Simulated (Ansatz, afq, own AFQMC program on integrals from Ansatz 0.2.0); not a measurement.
## AlGeH3, singlet: AFQMC among the cluster methods

```yaml
atoms:
  - { symbol: Ge, position_ang: [-0.0422, 0.0000, 0.6623] }
  - { symbol: Al, position_ang: [0.0200, 0.0000, -1.8257] }
  - { symbol: H, position_ang: [0.7497, -1.0660, -0.3437] }
  - { symbol: H, position_ang: [0.7497, 1.0660, -0.3437] }
  - { symbol: H, position_ang: [1.0071, 0.0000, 1.8288] }
```

Connectivity, by distances: GeH–Al, 2 bridging H.

Basis cc-pVDZ. Noble-gas cores (and the filled d shells of Ga–Kr and In–Xe) are frozen. Ansatz 0.2.0 and our own AFQMC program on the same integrals; the CISD trial comes from CCSD amplitudes, and released means the phaseless constraint is let go. Error bars are statistical, one sigma. No spin–orbit coupling.

Determinant: RHF, the one that the program's search chose, which needn't be the lowest solution. The geometry is a point of a scan.

No full CI on the walks' own integrals is used here; CCSDT(Q) serves as the reference and is uncertain by about the last step of the cluster series.

Cautions: no relativity below Rb; no spin-orbit coupling; inner d shell frozen.

- T1 diagnostic: 0.0179
- weight of the determinant in the CISD state: 0.851
- size of the correlated space: 10 electrons in 41 orbitals

```
  level  correlation energy (eV)
    MP2                  -4.3729
   CCSD                  -5.4351
CCSD(T)                  -5.6261
```

Task: Estimate where phaseless AFQMC with a CISD trial lies against CCSD(T) on the same integrals.

Result: 4.1 ± 0.9 kJ/mol below CCSD(T).

Reference: CCSDT(Q), correlation energy -5.672 eV. The released energy is read at 2.40 1/Eh (meV from the phaseless value at times in 1/Eh: -4 ± 11 at 0.24, -2 ± 10 at 0.51, -1 ± 11 at 0.99, -5 ± 14 at 1.62, -19 ± 16 at 2.40).

```tsv
level	E − E(reference) (kJ/mol)	share of correlation (%)
CCSD(T)	4.5	99.19
CCSDT	1.1	99.80
ph-AFQMC/CISD	0.4 ± 0.9	99.93
released AFQMC	-1.5 ± 1.6	100.27
```

A walk keeps the symmetry of its determinant, which the program's search chose and which needn't be the lowest solution, so a lower state of the same spin and another symmetry isn't excluded. Released energies are given only where the last usable release times agree within the noise; a slower fall can still hide under it.
